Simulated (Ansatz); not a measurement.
[NH2···H···BH2], doublet: the ladder up to UCCSDT(Q)

Geometry: a point of a hydrogen-transfer path between rigid fragments, not a stationary point.

| atom | x (Å) | y (Å) | z (Å) |
| --- | --- | --- | --- |
| N | -1.2477 | -0.0191 | -0.0297 |
| H | -1.5449 | 0.9487 | -0.0297 |
| H | -1.5449 | -0.4214 | 0.8505 |
| H | 0.1763 | -0.0191 | -0.0297 |
| B | 1.5113 | -0.0191 | -0.0297 |
| H | 2.0204 | -0.0191 | 1.0473 |
| H | 2.0204 | -0.0191 | -1.1067 |

Basis cc-pVDZ; Ansatz 0.2.0. Correlated methods freeze the noble-gas cores, which leaves 13 electrons in 51 orbitals. R marks a restricted (for open shells ROHF) determinant, U an unrestricted one.

Full CI isn't at hand for all of this; UCCSDT(Q) serves as the reference, and is uncertain by about the last step of the cluster series. The frozen core follows each run's orbitals, which can shift R against U totals by a few meV.

For open shells CISD is restricted-active-space CI with the open shells as a complete middle space.

```
UHF ⟨S²⟩                          : 0.776
T1 diagnostic (RCCSD)             : 0.0277
largest doubles amplitude (RCCSD) : 0.043
T1 diagnostic (UCCSD)             : 0.0172
```

Problem. From what is known of these methods and the diagnostics, rank them by the size of their error in total energy against UCCSDT(Q) in cc-pVDZ, smallest first (an estimate: the text doesn't fix the numbers).
A. RHF
B. BCCD(T)
C. UMP2
D. CISD
E. RCCSDT(Q)

Solution. E (0.1 kJ/mol), B (3.5 kJ/mol), D (88.8 kJ/mol), C (130.6 kJ/mol), A (819.2 kJ/mol).

All errors are against UCCSDT(Q) in cc-pVDZ. Within each family the higher level lies nearer, as is usual though not guaranteed.
